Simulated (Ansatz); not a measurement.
# C2H4O2: the cost of one run

All numbers are computed with Ansatz 0.2.0, driven from Python. Level of theory: PBE0/cc-pVDZ.

**1. The structure**

Bond lengths: C1–C2 1.333 Å, C2–O3 1.365 Å, C2–O4 1.364 Å, C1–H5 1.086 Å, C1–H6 1.082 Å, O3–H7 0.973 Å, O4–H8 0.974 Å. Angles: C1–C2–O3 123.2°, C1–C2–O4 120.3°, O3–C2–O4 116.5°, C2–C1–H5 119.8°, C2–C1–H6 122.7°, H5–C1–H6 117.5°, C2–O3–H7 107.8°, C2–O4–H8 103.5°.

The script holds or builds the structure itself.

**2. The script**

The input, c2h4o2_freq.py:

```python
'''Vibrations and zero-point energy of C2H4O2.'''

import itertools

import ansatz
from ase.data import atomic_numbers, covalent_radii
import numpy as np

geometry_ang = [
    ('C', [0.9725, -0.3489, 0.3698]),
    ('C', [-0.187, 0.1926, -0.0017]),
    ('O', [-1.0616, -0.4237, -0.8488]),
    ('O', [-0.5547, 1.4201, 0.4647]),
    ('H', [1.6279, 0.1899, 1.0472]),
    ('H', [1.3021, -1.3199, 0.0232]),
    ('H', [-0.6779, -1.281, -1.1011]),
    ('H', [-1.4212, 1.571, 0.0467]),
]
molecule = ansatz.Crystal.molecule()
for symbol, xyz in geometry_ang:
    molecule = molecule.atom(symbol, xyz)

calc = molecule.calculation()
calc = calc.basis(gaussian='cc-pVDZ').functional('pbe0')
calc = calc.accuracy('medium')
calc = calc.scf(lower_state_search='off')
symbols = [site.symbol for site in molecule.cartesian_sites]
start = np.array([site.position_ang for site in molecule.cartesian_sites], dtype=float)
def progress(event):
    if event['event'] == 'relax_step':
        row = event['data']
        print(f'step {row["step"]:3d}  E = {row["lagrangian_ev"]:.6f} eV  largest force component {row["allowed_force_max_ev_ang"]:.4f} eV/A')


summary = calc.relax(force_tolerance=0.003).session().plan().execute(on_event=progress).report
end = np.array(summary['positions_ang'])

# pairs closer than 1.2 times the sum of covalent radii, before or after
radius = [covalent_radii[atomic_numbers[s]] for s in symbols]
span = lambda where, i, j: np.linalg.norm(where[i] - where[j])
bonded = [(i, j) for i, j in itertools.combinations(range(len(symbols)), 2) if min(span(start, i, j), span(end, i, j)) < 1.2 * (radius[i] + radius[j])]
print('pair        before    after (A)')
for i, j in bonded:
    print(f'{symbols[i]}{i}-{symbols[j]}{j}'.ljust(10), f'{span(start, i, j):8.4f} {span(end, i, j):8.4f}')
for first, second in list(itertools.combinations(bonded, 2)):
    shared = set(first) & set(second)
    if shared and symbols[(j := shared.pop())] != 'H':
        i, k = sorted((set(first) | set(second)) - {j})
        u, v = end[i] - end[j], end[k] - end[j]
        angle = np.degrees(np.arccos(np.clip(u @ v / np.linalg.norm(u) / np.linalg.norm(v), -1, 1)))
        print(f'final angle {symbols[i]}{i}-{symbols[j]}{j}-{symbols[k]}{k}: {angle:.2f} deg')

# same settings at the minimum
minimum = ansatz.Crystal.molecule()
for symbol, place in zip(symbols, end):
    minimum = minimum.atom(symbol, place.tolist())
vibrating = (
    minimum.calculation()
    .basis(gaussian='cc-pVDZ')
    .functional('pbe0')
    .accuracy('medium')
    .scf(lower_state_search='off')
    .phonons(temperatures=(100, 500, 100))
)
vib = vibrating.run().report['vibrations']
sums = vib['harmonic_sums']
modes = [m['omega_inv_cm'] for m in sums['modes_at_gamma'] if m['rigid_motion'] == 'no']
print('frequencies (1/cm):', ' '.join(f'{w:.0f}' for w in modes))
print('imaginary modes:', sum(w < 0 for w in modes), ' zero-point energy:', round(sums['zero_point_energy_ev'], 4), 'eV')
print('T (K)   F_vib (eV)   S_vib (meV/K)   C_vib (meV/K)')
for row in zip(sums['temperatures_k'], sums['vibrational_free_energy_ev'], vib['entropy_ev_per_k'], vib['heat_capacity_ev_per_k']):
    print(f'{row[0]:6.1f} {row[1]:11.4f} {1000 * row[2]:13.4f} {1000 * row[3]:15.4f}')
```

**3. What the engine is handed**

The package turns the script's settings into the engine's input (first run):

```yaml
crystal:
  periodic: [false, false, false]
  atoms:
    - { symbol: C, position_ang: [0.9725, -0.3489, 0.3698] }
    - { symbol: C, position_ang: [-0.187, 0.1926, -0.0017] }
    - { symbol: O, position_ang: [-1.0616, -0.4237, -0.8488] }
    - { symbol: O, position_ang: [-0.5547, 1.4201, 0.4647] }
    - { symbol: H, position_ang: [1.6279, 0.1899, 1.0472] }
    - { symbol: H, position_ang: [1.3021, -1.3199, 0.0232] }
    - { symbol: H, position_ang: [-0.6779, -1.281, -1.1011] }
    - { symbol: H, position_ang: [-1.4212, 1.571, 0.0467] }
accuracy: medium
basis:
  gaussian:
    orbitals: cc-pVDZ
hamiltonian:
  xc: pbe0
scf:
  lower_state_search: "off"
relax:
  f_tol: 0.003
```

**4. Running it**

On the command line:

```console
$ python c2h4o2_freq.py
```

Q: Estimate wall time and peak memory on 1 thread of AMD EPYC 7R43 (Zen 3), shared host.

About 75 s, with a peak of 0.21 GiB.
